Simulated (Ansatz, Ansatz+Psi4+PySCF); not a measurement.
```xyz
6

C    -0.0014   -0.0369   -1.1460
S    -0.0068   -0.0613    0.6563
H    -0.0046   -1.0809   -1.4820
H    -0.9062    0.4520   -1.5467
H     0.9077    0.4526   -1.5489
H    -0.0081    1.2725    0.8486
```

Basis set: cc-pVTZ (spherical functions). Frozen core: 6 orbitals. Charge 0, multiplicity 1.

Computed with Ansatz (development build ahead of 0.2.0); each method stands on the lowest determinant of its kind that the runs found. Restricted open shells among the atoms or ions are ROHF, correlated in semicanonical orbitals with singles.

The atomization energy at this shape (free ground-state atoms in the same class of orbitals less the molecule, no zero-point energy) of singlet CH₄S:

```
method  atomization energy
   RHF     355.07 kcal/mol
```

**Question.** What does RHF-MP2 give?

**Answer.** 460.85 kcal/mol.
